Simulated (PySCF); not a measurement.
Calculated properties of `C=C/C=C\CC`

Species: C₆H₁₀.
Atom-mapped SMILES: `[CH2:1]=[CH:2]/[CH:3]=[CH:4]\[CH2:5][CH3:6]` (hydrogens: H7, H8 on C1; H9 on C2; H10 on C3; H11 on C4; H12, H13 on C5; H14, H15, H16 on C6)

GFN2-xTB geometry:

* Point group of the GFN2-xTB geometry: C1
* Rotational constants A, B, C of the GFN2-xTB geometry: 10.094, 1.590, 1.482 GHz

**CAM-B3LYP/def2-SVPD ground state and vertical TDDFT (core frozen in the response) (PySCF)**

- Dipole moment: 0.54 D
- HOMO energy: -7.74 eV
- LUMO energy: 0.41 eV
- HOMO–LUMO gap: 8.15 eV
- Lowest singlet excitation: 5.78 eV (215 nm, f = 0.781)
- Strongest line among the 8 lowest singlet transitions: S1 at 5.78 eV (215 nm, f = 0.781)
- Lowest triplet excitation (Tamm–Dancoff): 3.21 eV
- Static isotropic polarisability: 80.0 au
- Electronic spatial extent ⟨r²⟩ about the centre of nuclear charge: 856 bohr²

From PBE0/pcSseg-1 ground state and GIAO shieldings, non-relativistic (PySCF):

* Lowest Hirshfeld atomic charge: -0.12 e on C6
* Highest Hirshfeld atomic charge: +0.05 e on H8
* 13C chemical shifts (computed TMS as zero) by class: 143.4 (C4), 139.6 (C2), 136.1 (C3), 124.1 (C1), 26.3 (C5), 16.9 (C6) ppm
* 1H chemical shifts (computed TMS as zero) by class: 6.99 (H9), 6.21 (H10), 5.75 (H11), 5.49 (H7), 5.41 (H8), 2.32 (H12/H13), 1.07 (H14/H15/H16) ppm
* Mayer bond orders between heavy atoms: C1–C2 1.91, C2–C3 1.10, C3–C4 1.87, C4–C5 1.04, C5–C6 1.04

Monoisotopic mass (most abundant isotopes): 82.0783 u.

The largest Löwdin shares of the HOMO are 0.24 on C4, 0.23 on C1, 0.20 on C3 and 0.16 on C2. The dipole equals about 1.8 × 10⁻³⁰ C·m (1 D = 3.33564 × 10⁻³⁰ C·m). S1 lies 2.37 eV below the HOMO–LUMO gap; its leading configuration is HOMO→LUMO, weight 0.98. The principal polarisabilities are 55.7, 65.1 and 119.1 au; their mean is the isotropic value. In wavenumbers S1 is 46600 cm⁻¹ (1 eV = 8065.54 cm⁻¹). The rotational constants make it an asymmetric top with κ = (2B − A − C)/(A − C) = -0.97, nearer the prolate limit (−1). No computed singlet falls in the visible range (750 to 380 nm, 1.65 to 3.26 eV); S1 lies 2.52 eV above its blue end. The vertical singlet–triplet gap S1 − T1 is 2.57 eV (TDDFT singlet less Tamm–Dancoff triplet; S1: HOMO→LUMO, weight 0.98; T1: HOMO→LUMO, weight 0.93).

One conformer (not necessarily the lowest) at the GFN2-xTB geometry, without solvent or vibrations. NMR classes are plain means over equivalent atoms (diastereotopic ones count apart unless rotation or inversion swaps them), as if these changed places fast; in this geometry the members of some classes differ.

Shape of the structure used: `[CH2:1]=[CH:2]/[CH:3]=[CH:4]\[CH2:5][CH3:6]`: C1–C2–C3–C4 179°, C3–C4–C5–C6 -119°.
